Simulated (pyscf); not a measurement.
Structures and frequencies: ωB97X-D3(BJ)/def2-SVP in PySCF.

Q: Estimate the classical barrier height and the reaction energy of •H₂C–InH–CH₃ (SMILES [CH2][InH][CH3]) + H₂ (SMILES [H][H]) -> H₃C–InH–CH₃ (SMILES [CH3][InH][CH3]) + H• (SMILES [H]) at ωB97M-D3(BJ)/def2-TZVP. The step runs on the doublet surface, breaks H–H and forms C–H; take the separated reactants as zero.

A: ΔE‡ = 11.9 kcal/mol, ΔE = +1.8 kcal/mol. Zero-point energy shifts the barrier by +0.5 kcal/mol. It is a hydrogen abstraction, with an imaginary mode of 1467i cm⁻¹. •H₂C–InH–CH₃ lies 31.8 kcal/mol over its isomer [H₃C–In–CH₃]• (electronic energy, ωB97M-D3(BJ)/def2-TZVP). This is the saddle that the search found; another between the same sides may lie lower. The angle at the transferred H is 172°. Elements past Kr carry the def2 core potentials, without spin-orbit coupling.
